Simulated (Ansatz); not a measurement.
C$_{3}$H$_{5}$ClF$_{2}$, SMILES `FCC(Cl)CF`, relaxed with RKS PBE-D4/def2-SVP in the Gaussian-basis code of Ansatz from a rough embedded geometry. The force threshold is 0.03 eV/Å; the program also tests the step.

The species carries charge 0 and has multiplicity 1.

Start:

```xyz
11

F    -2.217    0.743   -0.730
C    -1.286    0.031    0.007
C     0.149    0.288   -0.473
Cl    0.384   -0.333   -2.026
C     1.140   -0.315    0.522
F     2.416    0.107    0.184
H    -1.441    0.379    1.065
H    -1.532   -1.016   -0.013
H     0.310    1.433   -0.551
H     0.957    0.059    1.532
H     1.120   -1.378    0.483
```

(1) By how much does the energy fall, and how many steps does the optimiser take? (Estimate.)

(2) Which bonds change most? (Estimate.)

(3) Give the relaxed structure. (Estimate.)

## Answers

(1) Computed: 7.14 kcal/mol, in 5 steps.

(2) Computed: C3–Cl4 from 1.690 to 1.808 Å; C5–H11 from 1.063 to 1.113 Å; C3–H9 from 1.159 to 1.109 Å; C2–H8 from 1.075 to 1.113 Å.

(3) Computed: 
```xyz
11

F    -2.199    0.712   -0.779
C    -1.297    0.047    0.022
C     0.130    0.318   -0.430
Cl    0.379   -0.321   -2.103
C     1.157   -0.287    0.515
F     2.433    0.079    0.151
H    -1.419    0.401    1.073
H    -1.511   -1.045   -0.014
H     0.292    1.414   -0.495
H     0.958    0.079    1.550
H     1.078   -1.397    0.509
```
